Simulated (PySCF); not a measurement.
Coordinates in bohr (charge 0 multiplicity 1):
```
S    -0.3658    0.5378    1.8212
S     0.2716   -0.5910   -1.8212
H     1.9409    0.0525    2.7812
H     1.0474    1.6348   -2.7812
```

All numbers come from PBE0 in PySCF with S def2-TZVP, H def2-TZVP; no relativity; density-fitted integrals.

This geometry of S₂H₂ is a stationary point at this level.

Task: What is the point group?

Result: C2.

Task: Is it a minimum?

Result: Yes: all harmonic wavenumbers are real.

Task: List the harmonic modes with their infrared intensities.

Result: 
| symmetry | ω (cm⁻¹) | IR (km/mol) |
| --- | --- | --- |
| a | 465 | 15.0 |
| a | 537 | 0.1 |
| a | 906 | 0.0 |
| b | 908 | 6.8 |
| a | 2664 | 0.6 |
| b | 2666 | 4.2 |

Task: What are the dipole moment and the gap between the highest occupied and lowest empty levels?

Result: 1.27 D and 6.63 eV.

Task: Give the atomic charges and bond orders.

Result: 
| atom | Mulliken | Löwdin | polar tensor | Mayer order to S1 |
| --- | --- | --- | --- | --- |
| S1 | -0.17 | -0.02 | -0.02 | – |
| S2 | -0.17 | -0.02 | -0.02 | 1.21 |
| H3 | 0.17 | 0.02 | 0.02 | 0.93 |
| H4 | 0.17 | 0.02 | 0.02 | 0.01 |
Other Mayer orders above 0.3: S–H 0.93.

In C2 the vibrations span 4a + 2b.

Only a few start shapes were tried, so a lower isomer may exist.
